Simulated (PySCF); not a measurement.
Beryllium dihydride, BeH2.
Hydrogens: H2, H3 on Be1.

Linear response at PBE0/def2-SVPD (PySCF, frozen core in the response, non-relativistic). Geometry: PBE0-D3(BJ)/def2-SVP; no solvent, vibrations or thermal averaging.

Static isotropic polarisability: 20.59 au (3.05 Å³), principal values 20.6, 20.6, 20.6 au.

Question: What is the polarisability at 1064 nm and at the sodium D line?

Answer: 20.89 au at 1064 nm (+1.5 %), 21.62 au at 589.3 nm (+5.0 %). The rise at 589.3 nm is 3.40 times that at 1064 nm; a pure ω² law gives 3.26. The lowest singlet lies at 199 nm, shorter than both wavelengths.

Question: What is the isotropic C6 coefficient between two such molecules, C6 = (3/π)∫α(iω)² dω?

Answer: 120.9 au (Eh·bohr⁶) by a ten-point quadrature over imaginary frequencies, which is 72.2 eV·Å⁶ or 6.97 J·nm⁶/mol.

Question: Which effective excitation energy ω̄ makes London's formula C6 = (3/4)α²ω̄ exact here?

Answer: ω̄ = 4·C6/(3α²) = 0.380 Eh = 10.3 eV. A one-pole form α(ω) = α/(1 − ω²/ω̄²) fitted to the 1064 nm value gives 9.7 eV. London's choice of the ionisation energy (11.81 eV, ΔSCF at the same level) gives C6 = 138 au, 14 % too high.

Question: The lowest 6 singlets have (eV, f): 6.23, 0.000; 6.23, 0.000; 7.82, 0.324; 7.83, 0.324; 9.17, 0.000; 9.66, 0.000. What share of the static polarisability do they carry in the sum over states α = Σ f/ω²?

Answer: 7.83 au, 38.0 % of α; the largest term, 3.91 au, is that of the state at 7.83 eV. Their oscillator strengths add up to 0.65. Higher states carry the rest.

Question: How anisotropic is the static polarisability, by Δα² = ½[(α1 − α2)² + (α2 − α3)² + (α3 − α1)²]?

Answer: Δα = 0.0 au, or 0.00 of the isotropic value.

Question: What molar refraction at the D line follows from R = (4π/3)·N_A·α′, with α′ the polarisability volume?

Answer: α′ = 3.20 Å³ gives R = 8.08 cm³/mol, for isolated, non-vibrating species.

Question: What does −C6/R⁶ come to at R = 8 Å between centres?

Answer: -27 J/mol. This is the leading, orientation-averaged term; C8 and higher terms are left out.

Question: What n − 1 at the D line would an ideal gas of it have at 273.15 K and 1 atm (2.6868 × 10¹⁹ cm⁻³), by n − 1 = 2π·N·α′?

Answer: 5.41 × 10⁻⁴, a formal value whether or not that pressure can be reached.

Question: How many electrons N does the Slater–Kirkwood formula C6 = (3/4)·√N·α^(3/2) need to give this C6?

Answer: N = (4·C6/3)²/α³ = 3.0; the species has 6 electrons in all.
